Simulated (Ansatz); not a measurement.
Reactions of `[AlH]`.

Gas-phase electronic energies from Ansatz, PBE0-D4/def2-TZVP geometries. CCSD(T)/CBS is extrapolated from def2-TZVPP and def2-QZVPP, frozen cores. Functionals use def2-TZVPP. No spin–orbit coupling; open shells (•) take unrestricted orbitals. Spin–orbit coupling would lower the free atoms: a little for Al, Cl, F.

```json
{"reaction": "`[AlH]` + Cl• → Al• + HCl", "LDA (SPW92) (eV)": "-1.84", "r2SCAN-D4 (eV)": "-1.57", "ωB97X-V (eV)": "-1.42", "CCSD/CBS(def2) (eV)": "-1.40"}
{"reaction": "`[AlH]` → Al• + H•", "LDA (SPW92) (eV)": "3.37", "r2SCAN-D4 (eV)": "3.03", "ωB97X-V (eV)": "3.18", "CCSD/CBS(def2) (eV)": "3.19"}
{"reaction": "`[AlH]` + `[SiH3]`• → Al• + SiH₄", "LDA (SPW92) (eV)": "-0.99", "r2SCAN-D4 (eV)": "-0.97", "ωB97X-V (eV)": "-1.03", "CCSD/CBS(def2) (eV)": "-1.00"}
{"reaction": "`[AlH]` + F• → Al• + H–F", "LDA (SPW92) (eV)": "-3.61", "r2SCAN-D4 (eV)": "-2.93", "ωB97X-V (eV)": "-2.79", "CCSD/CBS(def2) (eV)": "-2.87"}
{"reaction": "`[AlH]` + `[CH3]`• → Al• + CH₄", "LDA (SPW92) (eV)": "-1.98", "r2SCAN-D4 (eV)": "-1.65", "ωB97X-V (eV)": "-1.70", "CCSD/CBS(def2) (eV)": "-1.64"}
```

Give the CCSD(T)/CBS values in the same order. (Estimate.)

Ansatz gave: -1.46, 3.20, -1.00, -2.96, -1.68 eV.

Largest T1 diagnostic: 0.018, for Al•.
